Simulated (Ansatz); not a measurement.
**Counterpoise correction, worked out**

The pair of HCl (SMILES Cl, atoms 1–2) and SiH3F (SMILES [SiH3]F, atoms 3–7), both closed shells, in one local arrangement (a lower one may exist), relaxed at PBE0-D4/def2-TZVP:

```csv
atom,x (Å),y (Å),z (Å)
Cl1,-0.2560,0.3562,-3.2361
H2,0.3773,0.3268,-2.1189
Si3,-0.0558,-0.1472,1.1131
F4,0.8697,0.1669,-0.1691
H5,0.8201,-0.1352,2.3058
H6,-0.6686,-1.4787,0.9108
H7,-1.0867,0.9112,1.1944
```

Computed with Ansatz 0.2.0 (basis: def2-TZVPPD); correlated methods freeze the cores.

CCSD(T) total energies in eV:

| system | geometry | basis functions | energy |
| --- | --- | --- | --- |
| pair | pair | all | -23156.58400 |
| HCl | as in the pair | all (partner as ghosts) | -12526.33083 |
| SiH3F | as in the pair | all (partner as ghosts) | -10630.14368 |
| HCl | as in the pair | its own | -12526.31886 |
| SiH3F | as in the pair | its own | -10630.13276 |
| HCl | free (PBE0-D4 minimum) | its own | -12526.32009 |
| SiH3F | free (PBE0-D4 minimum) | its own | -10630.13473 |

Q: Work out the interaction energy with and without the counterpoise correction, the superposition error, and the binding energy from the relaxed fragments.

A: Without correction: -23156.58400 − (-12526.31886) − (-10630.13276) = -0.13238 eV.
With correction (each fragment in the whole basis): -23156.58400 − (-12526.33083) − (-10630.14368) = -0.10949 eV = -2.52 kcal/mol.
The superposition error is the difference, 0.02289 eV, 17 % of the uncorrected value: each fragment borrows its partner's functions.
Deformation from the free shapes: 0.00123 eV for HCl and 0.00197 eV for SiH3F.
Binding energy from relaxed fragments: -0.10949 + 0.00123 + 0.00197 = -0.10629 eV = -2.45 kcal/mol (electronic, without zero-point energy; negative means bound). For comparison, the corrected interaction energy by CCSD(T) at an estimated basis limit (MP2 extrapolated from triple and quadruple zeta, plus CCSD(T) − MP2 in triple zeta) is -0.124 eV; triple zeta with the correction binds less.

No T1 diagnostic of these runs exceeds 0.012.

For scale, one of the runs: CCSD(T)/def2-TZVPPD, 207 basis functions, launched by `ansatz run in.yaml --threads 2 --pin off --events-out ev --progress --plain --max-ram 5222MiB`. Time: 47 s of wall clock on 2 CPU threads of an Arm Neoverse V2; the host was shared. Peak host memory: 2.6 GiB.
